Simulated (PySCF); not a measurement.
Species: C4H6O2.
SMILES with atom numbers: `[CH3:1][C@@H:2]1[O:3][CH2:4][C:5]1=[O:6]` (hydrogens: H7, H8, H9 on C1; H10 on C2; H11, H12 on C4)

Method used: PySCF 2.14.0, density-fitted response routines, TDDFT PBE0/def2-SVPD, vertical, gas phase, core orbitals frozen in the response. Geometry: GFN2-xTB; no solvent, vibrations or thermal averaging.

What does the calculation give for the low-lying excited states?

```json
{"state": "S1", "λ (nm)": "287.4", "E (eV)": "4.31", "f": "0.0001", "|μ| (D)": "0.08", "main configurations (H = HOMO, L = LUMO)": "H→L (98%)"}
{"state": "S2", "λ (nm)": "224.7", "E (eV)": "5.52", "f": "0.0066", "|μ| (D)": "0.56", "main configurations (H = HOMO, L = LUMO)": "H-1→L (99%)"}
{"state": "S3", "λ (nm)": "171.3", "E (eV)": "7.24", "f": "0.037", "|μ| (D)": "1.17", "main configurations (H = HOMO, L = LUMO)": "H→L+1 (95%)"}
{"state": "S4", "λ (nm)": "168.6", "E (eV)": "7.35", "f": "0.0014", "|μ| (D)": "0.22", "main configurations (H = HOMO, L = LUMO)": "H-2→L (75%), H-1→L+1 (15%)"}
{"state": "S5", "λ (nm)": "167.6", "E (eV)": "7.40", "f": "0.0018", "|μ| (D)": "0.26", "main configurations (H = HOMO, L = LUMO)": "H-1→L+1 (56%), H-2→L (23%), H-1→L+2 (13%)"}
{"state": "S6", "λ (nm)": "165.2", "E (eV)": "7.51", "f": "0.0036", "|μ| (D)": "0.35", "main configurations (H = HOMO, L = LUMO)": "H→L+2 (91%)"}
```

Triplets, Tamm–Dancoff:

```
state  E (eV)  λ (nm)  main configurations (H = HOMO, L = LUMO)
   T1    3.72   333.2                                 H→L (97%)
   T2    5.11   242.9                               H-1→L (94%)
```

The lowest singlet comes at 287 nm (416 kJ/mol) in the ultraviolet; it is dark (f under 0.0005); its leading configuration is HOMO→LUMO (98%). The most intense listed level is S3 at 7.24 eV (171 nm, f = 0.037), 2.92 eV above S1. Löwdin shares by element: HOMO oxygen 49% or more, carbon 40% or more; LUMO carbon 53% or more, oxygen 32% or more (atoms not listed hold the other 16%). Of the 6 states listed, 1 reaches f = 0.01 and 1 stays under 0.0005. Weighted by f, the mean energy of these states is 7.04 eV. The oscillator strengths of these states sum to 0.051; summed over the whole spectrum of an exact calculation they would give the number of electrons, 46 (Thomas–Reiche–Kuhn). The window holds the lowest 6 singlets.
